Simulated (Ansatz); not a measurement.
# NS (doublet): the correlation ladder at distance N1–S2 = 3.312 Å, 6-31G

An exercise on one series of results from a longer session: the logs are not shown, and one member is left open.

Computed with Ansatz 0.2.0, Gaussian basis. Level: 6-31G, core rule «outside noble gas», up to 6 orbitals frozen.

To be run: UHF; CCSD(T) on ROHF; CCSD(T) on UHF; BCCD(T) on ROHF; CISD; CCSDT(Q) on UHF; CISDTQ; CASSCF and MRCISD+Q, 3 electrons in 3 orbitals; CASSCF and NEVPT2, 3 electrons in 3 orbitals; CASSCF and MRCISD+Q, 11 electrons in 8 orbitals; CASSCF and NEVPT2, 11 electrons in 8 orbitals; Full CI; Full CI in the symmetry of the determinant.

35 further runs of the same task are left out: 1 for a mislabelled method, 11 for a known fault of the program, 19 that didn't finish, 4 set aside as unsound or not needed.

## What is computed

The geometry derives from a PBE0/def2-TZVP stationary point (not a proven minimum). One bond is set to the value named and the two fragments are kept rigid.

2 atoms, charge 0, spin multiplicity 2.

Atoms are counted from 1 here; the program's logs count them from 0.

No contacts short enough for the rule that draws bonds.

As a file:

| atom | x (Å) | y (Å) | z (Å) |
| --- | --- | --- | --- |
| N1 | 0.00000 | 0.00000 | 0.00000 |
| S2 | 0.00000 | 0.00000 | 3.31200 |

Set-up of the first run:

in.yaml

```yaml
crystal:
  periodic: [false, false, false]
  atoms:
    - {symbol: N, position_ang: [0.000000, 0.000000, 0.000000]}
    - {symbol: S, position_ang: [0.000000, 0.000000, 3.312000]}
basis:
  gaussian: {orbitals: 6-31G}
magnetization: {spin_polarized: true, initial_magnetization: 1}
hamiltonian: {xc: hf}
output: {orbitals: {seedname: orbitals}}
```

The run is started by

```sh
$ ansatz run in.yaml --threads 1 --pin off --events-out ev --progress --plain --max-ram 2393MiB
```

Steps of the session up to this table: UHF; CCSD(T) on ROHF; CCSD(T) on UHF; BCCD(T) on ROHF; CISD; CCSDT(Q) on UHF; CISDTQ; CASSCF and MRCISD+Q, 3 electrons in 3 orbitals; CASSCF and NEVPT2, 3 electrons in 3 orbitals; CASSCF and MRCISD+Q, 11 electrons in 8 orbitals; CASSCF and NEVPT2, 11 electrons in 8 orbitals; Full CI; Full CI in the symmetry of the determinant.

One table of the session follows, with a row left open; its other results are not shown here.

| method | from FCI (kcal/mol) |
| --- | --- |
| UHF | +36.90 |
| UMP2 | +8.67 |
| UCCSD | +0.70 |
| UCCSD(T) | +0.44 |
| UCCSDT | ? |
| UCCSDT(Q) | +0.08 |
| CASSCF valence | +38.41 |
| NEVPT2 valence | +13.10 |
| MRCISD valence | +1.21 |
| MRCISD+Q valence | +0.08 |
| FCI | 0 |

**Question.** Estimate the row for UCCSDT.

The run gave: from FCI (kcal/mol): +0.12. In the column «from FCI (kcal/mol)» it lies between MRCISD+Q valence (+0.08) and UCCSD(T) (+0.44).

Among the levels timed on like hardware and quicker than the yardstick, those that no quicker one beats, quickest first: NEVPT2 valence (0.87 s, +13.10 kcal/mol); MRCISD+Q valence (1.4 s, +0.08 kcal/mol).

Not comparable, so not listed: CASSCF and MRCISD+Q, 3 electrons in 3 orbitals (they don't share determinant, frozen orbitals or solution with the rows shown, or repeat one).

Caveats from the session: The report flags that the cluster equations may have other roots. The yardstick is full CI for this spin, exact in this basis with these frozen cores. Left out of the table: CASSCF pair, NEVPT2 pair (the active space lost an orbital or holds another state than full CI finds). Left out of the table: ROHF, RMP2, CISD, RCCSD, RCCSD(T), BCCD(T), CISDTQ (another determinant or state than the rows shown). With 4.9 effectively unpaired electrons against 1 the state is strongly multireference. Of the multireference levels listed MRCISD+Q valence comes nearest in total energy (+0.08 kcal/mol), which doesn't show that its space is the better one. Levels on UHF freeze UHF's core orbitals, full CI those of ROHF, so the U rows can settle a little off it for that reason alone. Warnings in the runs' records: other roots, passed over end.
